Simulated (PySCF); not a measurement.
The vertical singlet excitations below were computed for one of the candidates. Theory: TDDFT CAM-B3LYP/def2-SVPD, vertical, gas phase, core orbitals frozen in the response in PySCF 2.14.0, density-fitted response routines. Geometries: GFN2-xTB, one conformer each.

```json
{"state": "S1", "E (eV)": "6.41", "λ (nm)": "193.4", "f": "0.039"}
{"state": "S2", "E (eV)": "6.52", "λ (nm)": "190.2", "f": "0.044"}
{"state": "S3", "E (eV)": "7.06", "λ (nm)": "175.6", "f": "0.074"}
{"state": "S4", "E (eV)": "7.30", "λ (nm)": "169.8", "f": "0.0096"}
{"state": "S5", "E (eV)": "7.50", "λ (nm)": "165.3", "f": "0.057"}
{"state": "S6", "E (eV)": "7.66", "λ (nm)": "162.0", "f": "0.089"}
{"state": "S7", "E (eV)": "7.92", "λ (nm)": "156.4", "f": "0.0048"}
{"state": "S8", "E (eV)": "8.12", "λ (nm)": "152.6", "f": "0.0069"}
```

Question: Which structure fits? All have the formula C4H9OP.
A. `C[C@H]1C[P@@H](=O)C1`
B. `C/C=P\COC`
C. `C1CPCCO1`
D. `O=P1(CCC1)C`

Answer: C. Its S1 lies at 6.41 eV; the nearest of the others has S1 at 7.26 eV. S1 is HOMO→LUMO+1 (85%), HOMO→LUMO+4 (8%). Löwdin shares by element: HOMO phosphorus 48%, carbon 20% or more, oxygen 10% (atoms not listed hold the other 22%); LUMO carbon 29% or more, phosphorus 12% (atoms not listed hold the other 60%). At the same level the other candidates give, for their lowest levels:
- `C[C@H]1C[P@@H](=O)C1`: 7.26 eV (f 0.007); 7.31 eV (f 0.014); 7.49 eV (f 0.006); 7.57 eV (f 0.000); 7.64 eV (f 0.041); T1 6.97 eV; HOMO -9.16, LUMO 1.14 eV
- `CP1(=O)CCC1`: 7.30 eV (f 0.045); 7.38 eV (f 0.034); 7.67 eV (f 0.009); 7.69 eV (f 0.008); 7.77 eV (f 0.000); T1 7.07 eV; HOMO -8.95, LUMO 1.08 eV
- `C/C=P\COC`: 4.12 eV (f 0.006); 5.32 eV (f 0.240); 5.64 eV (f 0.012); 6.66 eV (f 0.061); 6.75 eV (f 0.010); T1 2.71 eV; HOMO -8.13, LUMO -0.36 eV
Triplets come from the Tamm–Dancoff approximation.
